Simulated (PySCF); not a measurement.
Worked example: SiH₄⁺, quartet against SiH$_{4}$⁺, doublet

All five atoms lie in one plane.

Geometry (PBE0/def2-TZVP stationary point of a doublet), kept for both states:

```
atom    x (Å)    y (Å)    z (Å)
  Si   0.0000   0.0000   0.0000
   H  -0.0112   1.0909   1.0838
   H  -0.0168  -1.0838   1.0907
   H   0.0168   1.0838  -1.0907
   H   0.0112  -1.0909  -1.0838
```

Basis cc-pVDZ; PySCF 2.14.0. Only valence electrons are correlated (noble-gas cores frozen). Prefix R: restricted or restricted open-shell reference; prefix U: unrestricted.

Full CI isn't at hand for all of this; RCCSDT serves as the reference. It lacks quadruple excitations. The frozen core follows each run's orbitals, which can shift R against U totals by a few meV.

```csv
level,"E(SiH4⁺, doublet) (hartree)","E(SiH4⁺, quartet) (hartree)"
UHF,-290.793934,-290.648975
UMP2,-290.891410,-290.732266
UCCSD(T),-290.925451,-290.761836
PBE,-291.252645,-291.092277
wB97M-V,-291.363440,-291.188592
RCCSDT,-290.926298,-290.762707
```

Problem. Give the vertical gap, SiH4⁺ quartet less SiH4⁺ doublet, at each level in eV (1 hartree = 27.2114 eV), and each error against RCCSDT.

Solution. RCCSDT: (-290.762707 − (-290.926298)) × 27.2114 = 4.452 eV (the reference)
wB97M-V: (-291.188592 − (-291.363440)) × 27.2114 = 4.758 eV, error 0.306 eV
PBE: (-291.092277 − (-291.252645)) × 27.2114 = 4.364 eV, error -0.088 eV
UCCSD(T): (-290.761836 − (-290.925451)) × 27.2114 = 4.452 eV, error 0.000 eV
UMP2: (-290.732266 − (-290.891410)) × 27.2114 = 4.331 eV, error -0.121 eV
UHF: (-290.648975 − (-290.793934)) × 27.2114 = 3.945 eV, error -0.507 eV

Total energies of functionals can't be set beside those of wave-function methods, since they hold the core's correlation and their own absolute errors; only the differences compare.

In so small a basis the reference is far from its limit while semilocal and hybrid functionals are nearer theirs, so the functionals' errors here hold much of the reference's basis and frozen-core error, which can add to them or hide them.

Each level lands on the state that its own search finds. T1 diagnostics of restricted CCSD: 0.026 and 0.024.
